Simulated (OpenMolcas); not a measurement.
A ladder of methods for CH4BO (SMILES [BH]OC)

CH4BO has 7 atoms, charge 0, and is taken as a doublet. SMILES: `[BH]OC`. The coordinates come from a PBE0-D4/def2-TZVP relaxation. This is one conformer, not always the lowest.

```xyz
7

B    -1.3196   -1.0257   -0.1729
O    -0.2724   -0.7071    0.5645
C     0.6422    0.3386    0.2439
H    -1.6285   -0.4742   -1.2016
H     0.3578    0.8340   -0.6876
H     0.6430    1.0593    1.0623
H     1.6389   -0.0928    0.1456
```

Each level gives the energy change with the C3–H7 bond stretched from 1.090 to 1.254 Å (eV). The values are calculated.

```
             level             kind     program  value (eV)
     UHF/def2-TZVP     Hartree–Fock  OpenMolcas        0.40
  USVWN5/def2-TZVP              LDA  OpenMolcas        0.28
U-revPBE/def2-TZVP              GGA  OpenMolcas        0.28
   UBLYP/def2-TZVP              GGA  OpenMolcas        0.29
U-r2SCAN/def2-TZVP         meta-GGA  OpenMolcas        0.33
  UB3LYP/def2-TZVP    global hybrid  OpenMolcas        0.33
  UBHLYP/def2-TZVP    global hybrid  OpenMolcas        0.38
 UM06-2X/def2-TZVP  hybrid meta-GGA  OpenMolcas        0.35
```

The first shape isn't each level's own minimum. The values span 0.28 to 0.40 eV.
